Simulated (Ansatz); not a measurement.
# CH₃B (triplet): from Hartree-Fock to the top rungs, def2-QZVPP

The task here is to estimate one member of a computed series from the others.

Method: def2-QZVPP, core rule «outside noble gas», up to 2 orbitals frozen; program: Ansatz 0.2.0, Gaussian basis.

The runs, in order: UHF; ROHF; CCSD(T) on UHF.

2 further runs of the same task are left out: 2 set aside as unsound or not needed.

**What is computed**

The geometry is a PBE0/def2-TZVP stationary point (not a proven minimum) of the parent state, kept for this charge and spin.

5 atoms, charge 0, spin multiplicity 3.

Atoms are counted from 1 here; the program's logs count them from 0.

Bond lengths: B1–C2 1.531 Å, C2–H3 1.098 Å, C2–H4 1.098 Å, C2–H5 1.098 Å. Angles: B1–C2–H3 110.0°, B1–C2–H4 110.0°, B1–C2–H5 110.0°, H3–C2–H4 108.9°, H3–C2–H5 108.9°, H4–C2–H5 108.9°.

Set-up of the first run:

Contents of in.yaml:

```yaml
crystal:
  periodic: [false, false, false]
  atoms:
    - {symbol: B, position_ang: [-0.934456, 0.008596, 0.007435]}
    - {symbol: C, position_ang: [0.596344, -0.005486, -0.004745]}
    - {symbol: H, position_ang: [0.962798, -1.040220, -0.002512]}
    - {symbol: H, position_ang: [0.984114, 0.511152, 0.882773]}
    - {symbol: H, position_ang: [0.969819, 0.502236, -0.903468]}
basis:
  gaussian: {orbitals: "def2-QZVPP.json"}
magnetization: {spin_polarized: true, initial_magnetization: 2}
hamiltonian: {xc: hf}
output: {orbitals: {seedname: orbitals}}
```

Launch:

```bash
$ ansatz run in.yaml --threads 1 --pin off --events-out ev --progress --plain --max-ram 2393MiB
```

Steps of the session up to this table: UHF; ROHF; CCSD(T) on UHF.

One of the session's tables, all rows but one given; the rest of the session is left out.

It belongs to the step «Misses and costs». 

```
  method  from UCCSD(T) (kJ/mol)
    ROHF                  +713.4
     UHF                  +709.5
    UMP2                       ?
   UCCSD                   +25.9
UCCSD(T)                       0
```

Q: Estimate the row for UMP2 from the others.

The run gave: from UCCSD(T) (kJ/mol): +82.6. In the column «from UCCSD(T) (kJ/mol)» it lies between UCCSD (+25.9) and UHF (+709.5).
